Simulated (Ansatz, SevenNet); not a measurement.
Elastic constant C13 (GPa) of solids drawn from the class of oxides, at two levels: the machine-learned potential SevenNet-l3i5 (trained on PBE and PBE+U data), and r²SCAN (Ansatz, a program for electronic structure, PAW).

| solid | SevenNet-l3i5 | r²SCAN | shift (%) |
|---|---|---|---|
| rutile TiO₂ | 165 | 165 | 0.0 |
| corundum Ga₂O₃ (metastable phase) | 116 | 137 | +18.1 |
| A-type hexagonal La₂O₃ | 76.4 | 85.1 | +11.4 |
| rutile SnO₂ | 127 | 152 | +19.7 |
| anatase TiO₂ (metastable phase) | 138 | 153 | +10.9 |
| stishovite (SiO2) | 181 | 195 | +7.7 |

The shifts run from 0.0 % to +19.7 %, with a median of +11.1 %.

Over all 6 rows r²SCAN is the larger in 5.

Ansatz's runs of these crystals have no spin polarisation.

Spin–orbit coupling is left out, also for the solids with elements from indium on (A-type hexagonal La2O3, rutile SnO2); its size isn't shown.

Each level is taken at its own relaxed cell. Ansatz's density-functional and Hartree–Fock values are scalar-relativistic unless marked +SOC, with PAW data made under PBE.
